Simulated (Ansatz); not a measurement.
The input, for Ansatz 0.2.0:

```yaml
crystal:
  periodic: [false, false, false]
  atoms:
    - {symbol: Zr, position_ang: [0.000000, 0.000000, 2.217558]}
    - {symbol: N, position_ang: [0.000000, 0.000000, -0.546442]}
    - {symbol: N, position_ang: [0.000000, 0.000000, -1.671115]}
basis:
  gaussian: {orbitals: def2-TZVPP}
magnetization: {spin_polarized: true, initial_magnetization: 0}
hamiltonian: {xc: {name: r2SCAN}}
output: {forces: true}
```

```sh
$ ansatz run in.yaml --threads 2 --pin off --events-out ev --progress --plain --max-ram 16896MiB --backend cuda --devices 0, --max-vram 18GiB
```

Task: Roughly how long does this take on 2 threads of AMD EPYC 7R13 with a shared H100 80 GB, shared host, and how much host memory?

Result: 16 s wall and 0.89 GiB.

```
622 factors; their error is unknown
mean field evaluation 1: about -4180.2492 eV, gradient 1.1e2 eV
mean field evaluation 2: about -3169.7125 eV, gradient 2.3e2 eV
mean field evaluation 4: about -4150.1877 eV, gradient 1.1e2 eV
mean field evaluation 8: about -4254.8430 eV, gradient 6.7e0 eV
mean field evaluation 16: about -4255.3288 eV, gradient 1.8e-1 eV
mean field evaluation 32: about -4256.7159 eV, gradient 4.7e-5 eV
mean field evaluation 64: about -4256.7160 eV, gradient 1.6e-6 eV
mean field evaluation 96: about -4253.2288 eV, gradient 1.4e1 eV
mean field evaluation 128: about -4256.4666 eV, gradient 8.1e-2 eV
mean field evaluation 160: about -4256.6440 eV, gradient 4.6e-7 eV
mean field evaluation 192: about -4255.7595 eV, gradient 7.0e-1 eV
mean field evaluation 224: about -4256.6406 eV, gradient 4.6e-1 eV
mean field -4256.71596355 eV, -156.4314263548 hartree, gradient 3.8e-6 eV, S^2 1.825156; 19 other end points of the search recorded, 0 dependent functions left out
the calculation of the forces begins
reference -4256.71598894 eV, -156.4314272878 hartree; 13, 13 occupied and 105, 105 virtual orbitals, 622 factors
Total energy: -4256.71598894 eV, -156.4314272878 hartree
Atom 0 at     0.000000     0.000000     2.217558 Å, force     0.000000     0.000000    -0.983150 eV/Å
Atom 1 at     0.000000     0.000000    -0.546442 Å, force    -0.000000     0.000000    -1.631328 eV/Å
Atom 2 at     0.000000     0.000000    -1.671115 Å, force     0.000000    -0.000000     2.614478 eV/Å
Dipole moment:     0.000000    -0.000000     0.136905 e Å
```

Forces (eV/Å):
```
Zr   0.000  0.000 -0.983
N    0.000  0.000 -1.631
N    0.000  0.000  2.614
```
